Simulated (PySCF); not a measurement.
Compound: thiohydroxylamine, H3NS.
InChI=1S/H3NS/c1-2/h2H,1H2

All values: CAM-B3LYP/def2-SVPD (PySCF, non-relativistic), on one gas-phase PBE0-D3(BJ)/def2-SVP geometry that isn't relaxed in the solvent. The solvent is an IEF-PCM continuum (Bondi radii, 1.10 Å for H, scaled by 1.2), and excitations are vertical TDDFT with non-equilibrium linear response and a frozen core. Specific hydrogen bonds and non-electrostatic terms are outside this model.

Gas-phase singlets (H = HOMO, L = LUMO):

| state | E (eV) | λ (nm) | f | leading configurations |
| --- | --- | --- | --- | --- |
| S1 | 5.253 | 236 | 0.003 | H→L 86% |
| S2 | 5.970 | 208 | 0.028 | H-1→L 95% |
| S3 | 6.248 | 198 | 0.039 | H→L+1 97% |
| S4 | 7.032 | 176 | 0.024 | H-1→L+1 93% |
| S5 | 7.159 | 173 | 0.021 | H→L+2 62%, H→L+4 27%, H→L 9% |

Problem. What are the lowest 5 singlets in benzene (ε = 2.271)?

Solution. 
```
state  E (eV)  λ (nm)      f  leading configurations  change by rank (eV)
   S1   5.289     234  0.004       H→L 87%, H→L+4 8%               +0.036
   S2   5.975     208  0.041               H-1→L 95%               +0.005
   S3   6.276     198  0.058               H→L+1 97%               +0.028
   S4   6.988     177  0.033             H-1→L+1 92%               -0.044
   S5   7.250     171  0.031    H→L+2 57%, H→L+4 34%               +0.091
```

Problem. What are the lowest 5 singlets in acetone (ε = 20.49)?

Solution. 
| state | E (eV) | λ (nm) | f | leading configurations | change by rank (eV) |
| --- | --- | --- | --- | --- | --- |
| S1 | 5.373 | 231 | 0.003 | H→L 87%, H→L+4 9% | +0.120 |
| S2 | 6.026 | 206 | 0.043 | H-1→L 95% | +0.056 |
| S3 | 6.340 | 196 | 0.064 | H→L+1 98% | +0.092 |
| S4 | 7.008 | 177 | 0.031 | H-1→L+1 93% | -0.024 |
| S5 | 7.399 | 168 | 0.032 | H→L+2 57%, H→L+4 35% | +0.240 |

Problem. The ground-state energy changes by -0.195 eV from gas to acetone. By how much does the total energy of gas-phase S1 change?

Solution. E(S1) = E(S0) + excitation energy, so it changes by -0.195 + 0.120 = -0.075 eV: it is lowered less than the ground state, which is what a blue shift means. This is the vertical state, with the slow part of the continuum still set for S0.

Problem. How do the frontier levels move from gas to acetone?

Solution. 
```tsv
orbital	gas (eV)	solvent (eV)	change (eV)
LUMO+2	2.11	2.17	+0.06
LUMO+1	1.23	1.28	+0.05
LUMO	0.59	0.77	+0.18
HOMO	-8.50	-8.53	-0.03
HOMO-1	-9.04	-8.97	+0.07
HOMO-2	-12.69	-12.65	+0.04
HOMO-3	-14.10	-13.94	+0.16
```

The HOMO–LUMO gap goes from 9.09 to 9.30 eV.

Shape of the structure used: `[NH2:1][SH:2]`: H–N1–S2–H -119°.
